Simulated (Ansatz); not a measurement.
Basis-set extrapolation for `B1O[SiH2]1` (PBE0-D4/def2-TZVP geometry, frozen core, the Gaussian-basis code of Ansatz). Multiplicity 1, RHF reference.

```
                      def2-TZVPP   def2-QZVPP
                 HF  -390.283781  -390.297806
    MP2 correlation    -0.451866    -0.485766
CCSD(T) correlation    -0.496540      not run
```

Energies in hartree. Use E(X) = E(∞) + A·exp(−7.88·√X) for Hartree–Fock and E(X) = E(∞) + B·X^(−2.97) for correlation, with X = 3 and 4, and add CCSD(T) minus MP2 of the smaller set to the MP2 limit.

Problem. What is the CCSD(T) energy at the basis-set limit?

Solution. HF limit: -390.297806 + (-0.014025) × 0.13774 = -390.29974. MP2 limit: -0.485766 + (-0.033900) × 0.74074 = -0.51088. Higher-order term: -0.496540 − (-0.451866) = -0.04467. Total: -390.85529 hartree, 47.0 kcal/mol below CCSD(T)/def2-TZVPP.
